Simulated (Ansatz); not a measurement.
# AlH₂S (sextet): from Hartree-Fock to the top rungs, def2-QZVPP

One table from this session's results is given with a row withheld; the runs are named, their logs left out.

Method: def2-QZVPP, core rule «outside noble gas», up to 10 orbitals frozen; program: Ansatz 0.2.0, Gaussian basis.

Plan: UHF; ROHF; CCSD(T) on UHF.

**What is computed**

The geometry is a PBE0/def2-TZVP stationary point (not a proven minimum) of the parent state, kept for this charge and spin.

4 atoms, charge 0, spin multiplicity 6.

Atoms are counted from 1 here; the program's logs count them from 0.

Bond lengths: Al1–S2 2.200 Å, Al1–H3 1.767 Å, Al1–H4 1.767 Å. Angles: S2–Al1–H3 67.9°, S2–Al1–H4 67.9°, H3–Al1–H4 135.8°.

The first run:

Contents of in.yaml:

```yaml
crystal:
  periodic: [false, false, false]
  atoms:
    - {symbol: Al, position_ang: [0.000000, 0.000000, 1.177341]}
    - {symbol: S, position_ang: [0.000000, 0.000000, -1.022903]}
    - {symbol: H, position_ang: [0.000000, 1.636908, 0.512382]}
    - {symbol: H, position_ang: [0.000000, -1.636908, 0.512382]}
basis:
  gaussian: {orbitals: "def2-QZVPP.json"}
magnetization: {spin_polarized: true, initial_magnetization: 5}
hamiltonian: {xc: hf}
output: {orbitals: {seedname: orbitals}}
```

Command:

```sh
> ansatz run in.yaml --threads 1 --pin off --events-out ev --progress --plain --max-ram 2393MiB
```

Among the steps run: UHF; ROHF; CCSD(T) on UHF.

One of the session's tables, all rows but one given; the rest of the session is left out.

| method | from UCCSD(T) (kJ/mol) |
| --- | --- |
| ROHF | ? |
| UHF | +680.3 |
| UMP2 | +121.8 |
| UCCSD | +34.8 |
| UCCSD(T) | 0 |

Q: Estimate the row for ROHF from the others.

**Answer.** from UCCSD(T) (kJ/mol): +718.3. In the column «from UCCSD(T) (kJ/mol)» it is the highest.
